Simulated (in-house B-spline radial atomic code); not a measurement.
Mg. Computed with a B-spline radial atomic code. Model: all-electron spherical atom, spin shells full or empty, radial basis limit, no spin-orbit coupling, Breit or QED, empty-state partial waves extrapolated as (l+1/2)^-4, RPA, G0W0 and static COHSEX of the highest shell as one setting changes (uncorrelated shells keep exact exchange).

Given: element Mg; charge 0; filled core Ne; hamiltonian non-relativistic; mean-field start PBE0; highest l of empty states 9; highest mean-field shell 3s.

Shell: 3s 1 1 (electrons up and down).

```csv
natural log step of frequency grid,RPA correlation energy (hartree),G0W0 level (eV),G0W0 minus most complete (meV),RPA minus most complete (millihartree),linearised minus solved G0W0 (meV)
0.25,-0.66265,-7.6701,0,0,-20.9
0.4,?,?,?,?,?
0.6,-0.66265,-7.6701,0,0,-20.9
0.9,?,?,?,?,?
1.3,-0.6627,-7.672,-1.9,-0.1,-20.3
1.8,-0.66226,-7.6491,21,0.4,-17.8
2.5,-0.65975,-7.5758,94.3,2.9,-15.1
3.5,-0.61054,-7.4781,192.1,52.1,3.3
```

What follows for natural log step of frequency grid = 0.9?

RPA correlation energy -0.66265 hartree; G0W0 level -7.6702 eV; G0W0 minus most complete -0.1 meV; RPA minus most complete 0 millihartree; linearised minus solved G0W0 -21 meV.

What follows for natural log step of frequency grid = 0.4?

RPA correlation energy -0.66265 hartree; G0W0 level -7.6701 eV; G0W0 minus most complete 0 meV; RPA minus most complete 0 millihartree; linearised minus solved G0W0 -20.9 meV.
